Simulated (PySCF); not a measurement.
**Spin-rotation constants: `[H]/N=C\OC(C)=O`, C3H5NO2**

Geometry:
```tsv
atom	x (Å)	y (Å)	z (Å)
C1	-1.805	0.444	-0.089
C2	-0.491	-0.279	-0.009
O3	-0.352	-1.468	0.050
O4	0.529	0.615	-0.011
C5	1.856	0.236	0.055
N6	2.388	-0.879	0.126
H7	-1.835	1.039	-0.999
H8	-2.618	-0.275	-0.084
H9	-1.898	1.120	0.758
H10	2.467	1.133	0.038
H11	1.765	-1.684	0.139
```

Method: GIAO BHandHLYP/pcSseg-1 magnetisability, rotational g tensor and spin-rotation constants, non-relativistic, gas phase (PySCF). Geometry: GFN2-xTB.

(1) Give the nuclear spin-rotation constants along the inertial axes (H = +C I·J) beside the isotropic shieldings.

(2) How do the rotational constants and the g tensor change when H7, H8, H9, H10, H11 are replaced by deuterium?

Answers

(1) Rotational constants 8.8459, 2.7016, 2.0963 GHz. A star marks the isotopologue with that one atom substituted, in its own axes.
```tsv
atom	isotope	Caa (kHz)	Cbb (kHz)	Ccc (kHz)	mean (kHz)	σ (ppm)
N6	14N	1.700	0.602	0.082	0.795	-17.6
H7	1H	-0.903	-0.195	-0.043	-0.380	29.6
H8	1H	-0.313	-0.118	-0.248	-0.227	29.9
H9	1H	-0.904	-0.194	-0.044	-0.381	29.6
H10	1H	-0.509	0.095	-0.193	-0.202	25.2
H11	1H	-0.444	0.258	-0.223	-0.136	21.6
C1	13C*	1.061	0.414	0.373	0.616	161.5
C2	13C*	4.691	0.981	0.564	2.079	5.2
O3	17O*	-4.665	-1.858	-0.180	-2.234	-135.9
O4	17O*	-2.321	-1.129	-0.282	-1.244	64.7
C5	13C*	4.236	0.801	0.522	1.853	34.8
```
For the geometry as given, no vibrational averaging.

(2) Constants 7.7569, 2.3552, 1.8479 GHz; g -0.0662, -0.0294, -0.0139, against -0.0754, -0.0334, -0.0155 before.
